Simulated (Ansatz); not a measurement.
`N[SiH][SiH3]` radical from Hartree–Fock to CCSD(T)

```xyz
9

N     0.013   -0.012    1.825
Si   -0.471    0.835    0.401
Si    0.332   -0.238   -1.515
H     0.984   -0.211    2.005
H    -0.507    0.089    2.681
H    -1.963    0.888    0.450
H    -0.194   -1.617   -1.727
H     1.816   -0.327   -1.418
H    -0.009    0.591   -2.702
```

Charge 0, multiplicity 2. The structure was optimised at the PBE0-D4/def2-TZVP level. It is one conformer, not always the lowest. Frozen core, unrestricted reference, Ansatz 0.2.0. CBS rows extrapolate triple and quadruple zeta; past MP2 they add the triple-zeta difference.

| basis | HF (Eh) | MP2 corr. |
| --- | --- | --- |
| def2-SVP | -635.55982 | -0.35812 |
| def2-TZVPP | -635.83827 | -0.44918 |
| def2-QZVPP | -635.85951 | -0.48216 |

**Question.** Estimate the CCSD correlation energy and the (T) correction in each basis where they were run (hartree).

**Answer.** 
```tsv
basis	CCSD corr.	(T)
def2-SVP	-0.40886	-0.01067
def2-TZVPP	-0.49740	-0.01818
CBS(def2)	-0.55479	as TZ
```
